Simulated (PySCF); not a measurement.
**SiH2OF (SMILES O[SiH]F) at UHF-D3(BJ)/cc-pVTZ (density fitting with def2-universal-jkfit)**

Aim: the electrostatic solvation energy at fixed shape (C-PCM, methanol) of SiH2OF at UHF-D3(BJ)/cc-pVTZ (density fitting with def2-universal-jkfit), from 2 runs. The job is set up through a Python script.

Program for the calculation: PySCF 2.14.0.

6 further runs of the same task are left out: 6 set aside as unsound or not needed.

### 1 The system as given

The species is SiH2OF (5 atoms), meant as a doublet with charge 0. SMILES: `O[SiH]F`. The shape is that of a PBE0-D4/def2-TZVP optimisation. This is one conformer, not always the lowest.

Bond lengths: O1–Si2 1.636 Å, Si2–F3 1.603 Å, O1–H4 0.959 Å, Si2–H5 1.490 Å. Angles: O1–Si2–F3 110.5°, O1–Si2–H5 105.3°, F3–Si2–H5 107.6°, Si2–O1–H4 119.2°.

### 2 Energy and one-electron properties at UHF-D3(BJ)/cc-pVTZ (density fitting with def2-universal-jkfit)

The input, calc.py:

```python
# O[SiH]F
from pyscf import gto, scf

mol = gto.Mole()
mol.atom = [
    ('O', (-0.615200, -0.884600, -0.276300)),
    ('Si', (0.283900, 0.245700, 0.493100)),
    ('F', (0.207000, 1.646500, -0.283100)),
    ('H', (-1.564500, -0.765100, -0.338000)),
    ('H', (1.688800, -0.242600, 0.404400)),
]
mol.spin = 1
mol.verbose = 3
mol.max_memory = 1860
mol.basis = 'cc-pvtz'
mol.build()

myscf = scf.UHF(mol)
myscf = myscf.density_fit(auxbasis='def2-universal-jkfit')
myscf.disp = 'd3bj'
myscf.kernel()
if not myscf.converged:
    myscf = myscf.newton().run(myscf.mo_coeff, myscf.mo_occ)

e_final = myscf.e_tot
print(f'total energy: {e_final:.8f} hartree')
myscf.analyze()
quad = myscf.quad_moment()
```

Run with:

```bash
$ OMP_NUM_THREADS=1 python calc.py
```

What it wrote:

```text
converged SCF energy = -464.57763729544  <S^2> = 0.75434434  2S+1 = 2.0043396
total energy: -464.57763730 hartree
**** MO energy ****
                             alpha | beta                alpha | beta
MO #1   energy= -68.8431308420641  | -68.8373641291421  occ= 1 | 1
MO #2   energy= -26.2867685328916  | -26.2834339154739  occ= 1 | 1
MO #3   energy= -20.5787429400963  | -20.5746679724781  occ= 1 | 1
MO #4   energy= -6.18482248239482  | -6.17553070547915  occ= 1 | 1
MO #5   energy= -4.29596461649245  | -4.28522254180885  occ= 1 | 1
MO #6   energy= -4.28873332466301  | -4.28435068333786  occ= 1 | 1
MO #7   energy= -4.28742157307025  | -4.27592110257886  occ= 1 | 1
MO #8   energy= -1.59077535148932  | -1.58136719540525  occ= 1 | 1
MO #9   energy= -1.36699235270788  | -1.35504267474086  occ= 1 | 1
MO #10  energy= -0.791619675344325 | -0.774756499684115 occ= 1 | 1
MO #11  energy= -0.721150901367542 | -0.711021922242896 occ= 1 | 1
MO #12  energy= -0.672131039730733 | -0.666782954290177 occ= 1 | 1
MO #13  energy= -0.66878721619116  | -0.651933468548636 occ= 1 | 1
MO #14  energy= -0.60136943701103  | -0.569038360177284 occ= 1 | 1
MO #15  energy= -0.556652863319561 | -0.538623308690749 occ= 1 | 1
MO #16  energy= -0.543541403605836 | -0.521478507192057 occ= 1 | 1
[... 98 lines of this table left out ...]
MO #115 energy= 7.74024796973529   | 7.74363456320114   occ= 0 | 0
MO #116 energy= 8.93534947884961   | 8.93970413126704   occ= 0 | 0
MO #117 energy= 8.95942014309449   | 8.96380485391597   occ= 0 | 0
MO #118 energy= 9.20223148664553   | 9.20830355127987   occ= 0 | 0
MO #119 energy= 9.23243987395722   | 9.23543220980491   occ= 0 | 0
MO #120 energy= 9.34176245887935   | 9.34674391800334   occ= 0 | 0
MO #121 energy= 11.6044207025502   | 11.60749610439     occ= 0 | 0
MO #122 energy= 11.7892968836292   | 11.7925792434793   occ= 0 | 0

To work with the spin densities directly, `use mulliken_meta_spin()` only printing them here.

 ** Mulliken spin pop alpha/beta on meta-lowdin orthogonal AOs **
 ** Mulliken Spin Density (per atom)  **
spin density of  0 O =      0.06630
spin density of  1 Si =      0.82730
spin density of  2 F =      0.03971
spin density of  3 H =     -0.00507
spin density of  4 H =      0.07176
 ** Mulliken pop alpha/beta on meta-lowdin orthogonal AOs **
 ** Mulliken atomic charges   ( Nelec_alpha | Nelec_beta ) **
charge of  0O =     -0.78967  (     4.42798      4.36168 )
charge of  1Si =      1.13021  (     6.84854      6.02124 )
charge of  2F =     -0.55757  (     4.79864      4.75893 )
charge of  3H =      0.35845  (     0.31824      0.32331 )
charge of  4H =     -0.14144  (     0.60660      0.53484 )
Dipole moment(X, Y, Z, Debye): -1.22665, -0.54512,  0.87721
Traceless quadrupole moment (Debye*A):
```

It took 1.2 s on 1 thread of Intel Xeon 6975P-C (Granite Rapids), shared host; peak memory 0.17 GiB.

Atomic charges (e):

```
atom  Mulliken
  O1    -0.423
 Si2    +0.630
  F3    -0.370
  H4    +0.226
  H5    -0.062
```

### 3 Energy and one-electron properties at UHF-D3(BJ)/cc-pVTZ (density fitting with def2-universal-jkfit, C-PCM methanol)

The input, calc.py:

```python
from pyscf import gto, scf, solvent

mol = gto.M(
    atom=[
    ('O', (-0.615200, -0.884600, -0.276300)),
    ('Si', (0.283900, 0.245700, 0.493100)),
    ('F', (0.207000, 1.646500, -0.283100)),
    ('H', (-1.564500, -0.765100, -0.338000)),
    ('H', (1.688800, -0.242600, 0.404400)),
],
    max_memory=1860,
    basis='cc-pvtz',
    spin=1,
    verbose=3,
)

mf = scf.UHF(mol)
mf = mf.density_fit(auxbasis='def2-universal-jkfit')
mf = mf.PCM()
mf.with_solvent.method = 'C-PCM'
mf.with_solvent.eps = 32.613
mf.disp = 'd3bj'
mf.kernel()
if not mf.converged:
    mf = mf.newton().run(mf.mo_coeff, mf.mo_occ)

energy = mf.e_tot
print('E(%s) = %.9f' % ('HF', energy))
mf.analyze()
quad = mf.quad_moment()
```

Run with:

```bash
$ OMP_NUM_THREADS=1 python calc.py
```

What it wrote:

```text
WARN: PCM is an experimental feature. It is still in testing.
Features and APIs may be changed in the future.

converged SCF energy = -464.585433379131  <S^2> = 0.75420791  2S+1 = 2.0042035
E(HF) = -464.585433379
**** MO energy ****
                             alpha | beta                alpha | beta
MO #1   energy= -68.8398164659667  | -68.8339394865813  occ= 1 | 1
MO #2   energy= -26.2914181548464  | -26.2881448513714  occ= 1 | 1
MO #3   energy= -20.571306964174   | -20.5673585769984  occ= 1 | 1
MO #4   energy= -6.18159541110041  | -6.17211260654853  occ= 1 | 1
MO #5   energy= -4.29268174066515  | -4.28192367909481  occ= 1 | 1
MO #6   energy= -4.28552245018442  | -4.28088894279866  occ= 1 | 1
MO #7   energy= -4.28405728837926  | -4.27242848143877  occ= 1 | 1
MO #8   energy= -1.59636323902192  | -1.58715814444614  occ= 1 | 1
MO #9   energy= -1.35970065273898  | -1.34810822578684  occ= 1 | 1
MO #10  energy= -0.790455480504377 | -0.773152662094866 occ= 1 | 1
MO #11  energy= -0.720569532020436 | -0.71119644324145  occ= 1 | 1
MO #12  energy= -0.677057735323927 | -0.671822559785978 occ= 1 | 1
MO #13  energy= -0.673974323588395 | -0.658149326221055 occ= 1 | 1
MO #14  energy= -0.597048873804102 | -0.565810890690731 occ= 1 | 1
MO #15  energy= -0.553266993169325 | -0.533688743248897 occ= 1 | 1
MO #16  energy= -0.538731318856863 | -0.517955722510422 occ= 1 | 1
[... 98 lines of this table left out ...]
MO #115 energy= 7.74780576469006   | 7.75105737291574   occ= 0 | 0
MO #116 energy= 8.9297112866366    | 8.93394509650758   occ= 0 | 0
MO #117 energy= 8.9537936244734    | 8.95805625860602   occ= 0 | 0
MO #118 energy= 9.19633921454097   | 9.20224859817757   occ= 0 | 0
MO #119 energy= 9.22664580067497   | 9.22958246795624   occ= 0 | 0
MO #120 energy= 9.33573444483521   | 9.34060400773205   occ= 0 | 0
MO #121 energy= 11.6014677976212   | 11.6044874881812   occ= 0 | 0
MO #122 energy= 11.7961115751549   | 11.7993120021564   occ= 0 | 0

To work with the spin densities directly, `use mulliken_meta_spin()` only printing them here.

 ** Mulliken spin pop alpha/beta on meta-lowdin orthogonal AOs **
 ** Mulliken Spin Density (per atom)  **
spin density of  0 O =      0.06412
spin density of  1 Si =      0.83074
spin density of  2 F =      0.03837
spin density of  3 H =     -0.00459
spin density of  4 H =      0.07136
 ** Mulliken pop alpha/beta on meta-lowdin orthogonal AOs **
 ** Mulliken atomic charges   ( Nelec_alpha | Nelec_beta ) **
charge of  0O =     -0.80884  (     4.43648      4.37236 )
charge of  1Si =      1.13764  (     6.84655      6.01581 )
charge of  2F =     -0.56758  (     4.80297      4.76461 )
charge of  3H =      0.38078  (     0.30731      0.31190 )
charge of  4H =     -0.14201  (     0.60669      0.53532 )
Dipole moment(X, Y, Z, Debye): -1.49900, -0.59539,  1.03463
Traceless quadrupole moment (Debye*A):
```

Wall time 9 s (1 thread of Intel Xeon 6975P-C (Granite Rapids), shared host); peak memory 0.29 GiB.

Atomic charges (e):

```
atom  Mulliken
  O1    -0.475
 Si2    +0.657
  F3    -0.392
  H4    +0.271
  H5    -0.062
```

### 4 Outcome

At UHF-D3(BJ)/cc-pVTZ (density fitting with def2-universal-jkfit):

| quantity | value |
| --- | --- |
| gas phase: total energy | -464.57764 Eh |
| gas phase: dipole moment | 1.60 D |
| gas phase: HOMO energy (highest over α and β) | -9.66 eV |
| gas phase: LUMO energy (lowest over α and β) | 1.59 eV |
| gas phase: dispersion energy | -61.93 kJ/mol |
| gas phase: ⟨S²⟩ | 0.754 |
| C-PCM, methanol: total energy | -464.58543 Eh |
| C-PCM, methanol: dipole moment | 1.92 D |
| C-PCM, methanol: HOMO energy (highest over α and β) | -9.53 eV |
| C-PCM, methanol: LUMO energy (lowest over α and β) | 1.77 eV |
| C-PCM, methanol: dispersion energy | -61.93 kJ/mol |
| C-PCM, methanol: solvent term in the energy | -22.6 kJ/mol |
| C-PCM, methanol: ⟨S²⟩ | 0.754 |
| energy change from gas to solvent at fixed shape | -0.212 eV |

The solvent model (C-PCM, methanol) lowers the energy by 0.21 eV (−4.9 kcal/mol) at the same shape. It holds the electrostatic part alone, without cavity or dispersion terms. Mulliken charges (C-PCM, methanol) run from -0.47 on O1 to +0.66 on Si2.
